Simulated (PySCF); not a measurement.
**What an electron can do to HCl**

r²SCAN in PySCF with def2-TZVPPD on every atom, for the lowest determinant that a PBE0 search found; no spin–orbit coupling.

```
species  state (unpaired electrons)  Re (Å)  ωe (cm⁻¹)  energy of the minimum from the neutral (eV)  De (eV)  dissociates to
    HCl      singlet (closed shell)   1.279       2978                                         0.00     4.62          H + Cl
   HCl⁺               doublet (π ↑)   1.321       2648                                        12.69     4.94         H + Cl⁺
```

**Question.** Work out the lowest energy to break HCl into atoms, from its vibrational ground state.

**Answer.** D0 = De − ωe/2 = 4.62 − 0.18 = 4.44 eV (r²SCAN/def2-TZVPPD).

**Question.** Work out the ionisation energy of the Cl atom at this level and the threshold of dissociative ionisation.

**Answer.** IE(Cl) = 12.69 + 4.94 − 4.62 = 13.01 eV, so H + Cl⁺ + e⁻ appears at D0 + IE(Cl) = 17.45 eV (r²SCAN/def2-TZVPPD). The measured IE(Cl) is 12.968 eV (NIST ASD).

These are thermodynamic thresholds; the onsets seen under electron impact lie higher where the geometry changes, and cross-sections peak well above them.

For an ion De counts to the pair picked by the measured ionisation energies or electron affinities, which need not be the lowest pair at this level. States were picked by a PBE0 search and need not be the measured ground states.
